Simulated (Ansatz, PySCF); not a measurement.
Cohesive energy (eV/atom) of solids drawn from the class of oxides, at two levels: PBE (Ansatz, a program for electronic structure, PySCF; the runs differ in potentials, basis or settings), and Hartree–Fock (Ansatz, PySCF; the runs differ in potentials, basis or settings).

```
solid             PBE  Hartree–Fock
---------------  ----  ------------
rock-salt MgO    4.97          3.68
α-quartz (SiO2)  6.38          4.65
rock-salt CaO    5.46             ?
rock-salt CdO    2.94          1.51
rock-salt BaO    5.02          3.12
rock-salt SrO    5.09          3.36
```

Task: Estimate the withheld Hartree–Fock value from the other rows.

Result: One way: carry over the typical difference. The differences Hartree–Fock − PBE of the other rows, in order: -1.90, -1.73, -1.73, -1.43, -1.29; median -1.73. Rock-salt CaO: 5.46 + (-1.73) = 3.73 eV/atom; the run gives 3.69 eV/atom. The differences spread from -1.90 to -1.29.

Over all 6 rows Hartree–Fock is the larger in 0.

Ansatz's runs of these crystals have no spin polarisation.

Spin–orbit coupling is left out, also for the solids with elements from indium on (rock-salt BaO); its size isn't shown.

Free atoms are spin-polarised, in the lowest state found; at levels without +SOC their spin–orbit coupling is left out. The solid named is at each level's own relaxed cell; a reference phase can be a single point on another level's cell. Ansatz's density-functional and Hartree–Fock values are scalar-relativistic unless marked +SOC, with PAW data made under PBE.
